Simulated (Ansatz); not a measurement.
```yaml
crystal:
  periodic: [false, false, false]
  atoms:
    - {symbol: Si, position_ang: [-1.617218, -0.145605, -0.001080]}
    - {symbol: N, position_ang: [0.001780, 0.498229, 0.001925]}
    - {symbol: Si, position_ang: [1.616137, -0.157160, -0.000089]}
    - {symbol: H, position_ang: [0.005404, 1.512764, 0.005844]}
basis:
  gaussian: {orbitals: def2-TZVP}
hamiltonian: {xc: pbe0}
relax: {f_tol: 0.004, max_steps: 80}
```

```sh
$ ansatz run in.yaml --threads 1 --pin off --events-out ev --progress --plain --max-ram 2176MiB
```

Steps of the relaxation (energy above the last step; positions in Å, forces in eV/Å):

```
4
step 1, 2350.5 meV
Si   -1.617   -0.146   -0.001    1.030   -1.557   -0.006
N     0.002    0.498    0.002    0.011    3.074    0.012
Si    1.616   -0.157    0.000   -1.041   -1.549   -0.006
H     0.005    1.513    0.006    0.000    0.032    0.000
```

```
4
step 2, 1347.5 meV
Si   -1.504   -0.278   -0.002    2.124   -0.781   -0.002
N     0.002    0.630    0.002    0.005    1.492    0.006
Si    1.502   -0.288   -0.001   -2.130   -0.766   -0.004
H     0.006    1.644    0.006    0.000    0.055    0.000
```

```
4
step 3, 446.2 meV
Si   -1.347   -0.393   -0.002    2.313    0.066    0.001
N     0.003    0.752    0.003   -0.003   -0.740   -0.003
Si    1.344   -0.403   -0.001   -2.312    0.083    0.000
H     0.006    1.752    0.007    0.002    0.591    0.002
```

```
4
step 4, 45.5 meV
Si   -1.174   -0.483   -0.002    0.331    0.777    0.003
N     0.003    0.840    0.003   -0.007   -1.904   -0.007
Si    1.170   -0.492   -0.002   -0.326    0.779    0.003
H     0.007    1.843    0.007    0.001    0.348    0.001
```

```
4
step 7, 0.1 meV
Si   -1.181   -0.456   -0.003    0.001    0.000    0.008
N     0.003    0.809    0.008    0.000    0.000   -0.036
Si    1.177   -0.465   -0.003   -0.001    0.000    0.008
H     0.007    1.820    0.004    0.000    0.000    0.020
```

```
4
step 8, 0.0 meV
Si   -1.181   -0.456   -0.002    0.000    0.000    0.000
N     0.003    0.809    0.003    0.000    0.000    0.000
Si    1.177   -0.465   -0.001    0.000    0.000    0.000
H     0.007    1.820    0.007    0.000    0.000    0.000
```

Close pairs at the end: N2–H4 1.011 Å, Si1–N2 1.732 Å, N2–Si3 1.732 Å, Si1–Si3 2.358 Å.

A stationary point of restricted PBE0 after 8 steps (its stability towards spin polarisation wasn't tested); no frequencies were run, so it isn't proven a minimum. 29 s on 1 thread of Arm Neoverse V1, shared host.
